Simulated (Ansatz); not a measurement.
H6OSi2 can be A, `O[SiH2][SiH3]`, or B, `[SiH3]O[SiH3]`.

Computed with Ansatz on PBE0-D4/def2-TZVP structures; ΔE is electronic, products minus reactants. CBS: MP2 limit from def2 TZ/QZ plus the TZ coupled-cluster correction, frozen cores. DFT in def2-TZVPP. B3LYP here is the variant with VWN-RPA as its local correlation; programs differ in this. Each species was taken in one conformer, which may not be the lowest.

A:

Z-matrix (Å, degrees):
```
Si
Si 1 2.347
O 1 1.654 2 112.4
H 1 1.484 2 110.6 3 117.6
H 1 1.493 2 108.5 3 -123.5
H 2 1.489 1 110.0 3 177.8
H 2 1.491 1 110.1 3 58.6
H 2 1.488 1 111.4 3 -61.5
H 3 0.958 1 117.6 2 -58.8
```

B:

```xyz
9

Si   -0.4007    1.4542    0.4330
O    -0.2781    0.0561   -0.4030
Si    0.3582   -1.4456   -0.4948
H    -0.9794    1.1984    1.7783
H    -1.2863    2.3715   -0.3235
H     0.9404    2.0750    0.5942
H    -0.1237   -2.0783   -1.7461
H    -0.0733   -2.2577    0.6733
H     1.8429   -1.3736   -0.5114
```

**Question.** Which isomer does CCSD(T)/CBS put lower? Give the gap. (Estimate.)

**Answer.** Ansatz gave: B, by 110.5 kJ/mol.

**Question.** Give E(B) − E(A) in kJ/mol with r2SCAN-D4, ωB97M-V, LDA (SPW92), B3LYP, HF/def2-TZVPP, BLYP-D4, B2PLYP. (An estimate is asked.)

**Answer.** Computed: r2SCAN-D4 -101.5, ωB97M-V -111.7, LDA (SPW92) -82.0, B3LYP -109.8, HF/def2-TZVPP -139.6, BLYP-D4 -103.1, B2PLYP -115.0. None reverses the order clearly.

**Question.** Does the order hold for the free energy at 298.15 K (harmonic terms from PBE0-D4)? (An estimate is asked.)

**Answer.** Computed: Yes: G(B) − G(A) = -116.1 kJ/mol, for one conformer each. Modes under 60 cm⁻¹, often nearly free rotors, make the harmonic entropy too high.

Largest T1 diagnostic: 0.012.

From PBE to PBE0 (25 % exact exchange), in def2-TZVPP and without D4, E(B) − E(A) moves by −10.2 kJ/mol. In def2-TZVPP, CCSD(T) changes the Hartree–Fock value by +28.7 kJ/mol (the triples alone add +4.0 kJ/mol) and MP2 by +20.4 kJ/mol.
